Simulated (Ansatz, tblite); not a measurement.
Spin states of the cluster BN₂ (the lowest doublet isomer of a short search), each relaxed with r2SCAN-D4/def2-TZVP in Ansatz. Electronic energies in the gas phase.

The xTB rows come from tblite. B3LYP takes the VWN-RPA correlation. Correlated methods freeze 3 core orbitals. The structure comes from a short search, and lower isomers may exist.

Doublet geometry:

Cartesian coordinates in Å:
```
B -0.0303 0.5728 -0.6122
N 0.0505 -0.7591 -0.1379
N -0.0202 0.1862 0.7501
```

Quartet geometry (Cs within 0.1 Å):

Cartesian coordinates in Å:
```
B -0.694 0.190 -0.446
N 0.412 0.551 0.396
N 0.281 -0.741 0.050
```

⟨S²⟩: doublet 0.75 at PBE0-D4/def2-TZVP (pure 0.75), quartet 3.77 at PBE0-D4/def2-TZVP (pure 3.75).

Only these spin states were relaxed.

```
              level  quartet − doublet (kcal/mol)  lowest of these
           GFN2-xTB                          41.7          doublet
       HF/def2-TZVP                          33.6          doublet
   PBE-D4/def2-TZVP                          38.7          doublet
revPBE-D4/def2-TZVP                          38.2          doublet
  BLYP-D4/def2-TZVP                          39.4          doublet
r2SCAN-D4/def2-TZVP                          34.8          doublet
     B3LYP-D4/6-31G                          34.1          doublet
  PBE0-D4/def2-TZVP                          39.6          doublet
 BHLYP-D4/def2-TZVP                          41.0          doublet
     MP2/def2-TZVPP                          45.5          doublet
    CCSD/def2-TZVPP                          42.6          doublet
 CCSD(T)/def2-TZVPP                          42.9          doublet
```

Change of the quartet − doublet gap on mixing in exact exchange, in kcal/mol: PBE to PBE0 (25 % exact exchange) 0.9; BLYP to BHLYP (50 % exact exchange) 1.7.

The xTB methods have no spin-polarisation term.
